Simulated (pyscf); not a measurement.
Homolytic dissociation enthalpies at 298 K of B–O bonds in 8 gas-phase molecules, in kJ/mol. Single points on ωB97X-D3(BJ)/def2-SVP structures (PySCF, gas phase). MP2 and CC: frozen core, UHF for open shells. ΔMP2 is the change of the MP2 total energy from the triple- to the quadruple-zeta basis. Both columns use the same structures and thermal terms. Rows were drawn at random from the closed-shell molecules with such a bond whose radicals are computed, keep their shape and have no isomer in the data more than 5 kcal/mol lower.

```csv
row,molecule,radicals,PBE/def2-TZVP,CCSD(T)/def2-TZVPP + ΔMP2(QZVPP)
1,H₂B–OH,BH₂• + OH•,638.9,631.4
2,HO–B(OH)–Cl,OH• + [HO–B–Cl]•,606.4,617.3
3,H₂B–O–BH₂,BH₂• + H₂B–O•,506.1,535.8
4,H₂N–B(NH₂)–OH,[H₂N–B–NH₂]• + OH•,580.9,596.1
5,H₃C–B(CH₃)–OH,[H₃C–B–CH₃]• + OH•,616.5,624.2
6,HO–B(F)–F,OH• + [F–B–F]•,618.2,?
7,H₂N–B(OH)–Cl,[H₂N–B–Cl]• + OH•,597.7,607.1
8,HO–B(Cl)–Cl,OH• + [Cl–B–Cl]•,606.5,613.7
```

Q: Fit a line that carries the PBE values to the last column and predict row 6.

A: In the 7 complete rows the last column lies -7.5 to 29.7 kJ/mol from PBE (mean 10.4, median 9.4). Least squares gives y = 158.7 + 0.75·x with residuals of 3.3 kJ/mol (root mean square). For row 6: 158.7 + 0.75 × 618.2 = 622.4 kJ/mol. The computed value is 629.8 kJ/mol, 7.4 over the line. The CCSD(T) − MP2 part came from Ansatz, without density fitting, on the same reference. Left out: the spin-orbit lowering of OH.
